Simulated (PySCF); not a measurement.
## Isomers of C4H6O: computed energies against enthalpies of formation

**The experiment to reproduce.**

From CRC Handbook of Chemistry and Physics, for the gas at 298.15 K: enthalpy of formation of `C/C=C/C=O` (2-butenal) -100.6 kJ/mol; enthalpy of formation of `C=COC=C` (vinyl ether) -13.6 kJ/mol.

How close the calculation comes is told at the end.

Differences of these values give the isomerisation enthalpies. Geometries: PBE0-D3(BJ)/def2-SVP; runs in PySCF, gas phase, with a dispersion term only where the level names one. Total electronic energies (Eh):

```csv
SMILES,PBE0-D3(BJ)/def2-SVP,PBE0/pcSseg-1,PBE0/pcSseg-2,B97-2/pcSseg-2,BHandHLYP/pcSseg-2,CAM-B3LYP/pcSseg-2
C/C=C/C=O,-230.79720,-230.93528,-231.04831,-231.23910,-231.18270,-231.21056
C=COC=C,-230.76042,-230.89718,-231.01265,-231.20257,-231.14771,-231.17732
```

Zero-point and thermal terms are left out, so the computed numbers are electronic energies.

**Comparison with experiment**

Relative to `C/C=C/C=O`, the lowest by measurement, in kJ/mol (measured: enthalpies at 298.15 K; computed: electronic energies):

```tsv
SMILES	measured	PBE0-D3(BJ)/def2-SVP	PBE0/pcSseg-1	PBE0/pcSseg-2	B97-2/pcSseg-2	BHandHLYP/pcSseg-2	CAM-B3LYP/pcSseg-2
C/C=C/C=O	0.0	0.0	0.0	0.0	0.0	0.0	0.0
C=COC=C	87.0	96.6	100.0	93.6	95.9	91.9	87.3
```

Measured values: -100.6 kJ/mol (298.15 K; CRC Handbook of Chemistry and Physics) for the first row; the others come from the same table. Unsigned miss: CAM-B3LYP/pcSseg-2 0.3, BHandHLYP/pcSseg-2 4.9, PBE0/pcSseg-2 6.6, B97-2/pcSseg-2 8.9, PBE0-D3(BJ)/def2-SVP 9.6, PBE0/pcSseg-1 13.0 kJ/mol. One conformer stands for `C/C=C/C=O` and `C=COC=C`, not necessarily the lowest, while the measurement averages over conformers. Where a level misses, the cause wasn't examined.

Conformer computed: `[CH3:1]/[CH:2]=[CH:3]/[CH:4]=[O:5]`: C2–C3–C4–O5 -178°.
